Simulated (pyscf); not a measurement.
Thermochemistry of product channels of `[BH2][OH]` + `[BH3]` on the singlet surface, in kJ/mol, from ωB97M-D3(BJ)/def2-TZVP energies (ideal gas, 1 atm, RRHO with modes under 100 cm⁻¹ raised to 100, one conformer, R ln 2 for rigid chiral ones). Structures and frequencies: ωB97X-D3(BJ)/def2-SVP in PySCF.

```csv
products,ΔE,ΔH(298 K),ΔG(900 K),ΔG(1200 K)
`[BH2][BH2]` + `[OH2]`,+147.5,+145.1,+139.6,+136.0
`[BH2][BH][OH]` + `[H][H]`,+39.5,+30.0,+39.9,+39.4
`[BH2][O][BH2]` + `[H][H]`,-100.4,-111.3,-92.0,-88.7
```

These are energies of the channels, which say nothing of barriers.
